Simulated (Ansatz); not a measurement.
System: CaB6-type LaB₆. Method: LDA (Ansatz, a first-principles code, plane waves, PAW).

Numerical settings: plane-wave cutoff 520 eV, 14×14×14 k mesh, Fermi–Dirac smearing 0.05 eV, scalar-relativistic PAW data made under PBE.

Shape and atoms are relaxed at each volume.

Pressure at four volumes; x = ln(V/9.832 Å³). One pressure is withheld.

```json
[
 {"V (Å³/atom)": "9.439", "x": "-0.0408", "P (GPa)": "8.31"},
 {"V (Å³/atom)": "9.832", "x": "0.0000", "P (GPa)": "0.00"},
 {"V (Å³/atom)": "10.029", "x": "0.0198", "P (GPa)": "-3.60"},
 {"V (Å³/atom)": "10.226", "x": "0.0393", "P (GPa)": "?"}
]
```

Q: Pass a parabola P(x) through the three rows shown, estimate the bulk modulus and its pressure derivative near zero pressure, and predict the withheld pressure.

A: Slopes between the rows: (0.00 − (8.31))/(0.0000 − (-0.0408)) = -203.68 and (-3.60 − (0.00))/(0.0198 − (0.0000)) = -181.82 GPa. Their difference over the span 0.0606 is c = 21.86/0.0606 = 360.7 GPa, so P(x) = 8.31 + (-203.68)(x − (-0.0408)) + 360.7 (x − (-0.0408))(x − (0.0000)). At the middle row B = −dP/dx = −[-203.68 + 360.7 × 0.0408] = 189.0 GPa, and B′ = dB/dP = 2c/B = 3.8. At x = 0.0393 the parabola gives -6.87 GPa; the run gives -6.88 GPa. The Birch–Murnaghan fit to the energies at all volumes has B0 = 189 GPa and B′ = 3.7.

Measured, for comparison: bulk modulus 164 ± 2 GPa (room temperature, not corrected to a static lattice, isothermal; as tabulated in LaB6 under pressure, Phys. Rev. B 80, 172104 (doi 10.1103/PhysRevB.80.172104)). Computed less measured: bulk modulus +15 %.

Spin–orbit coupling is not included.
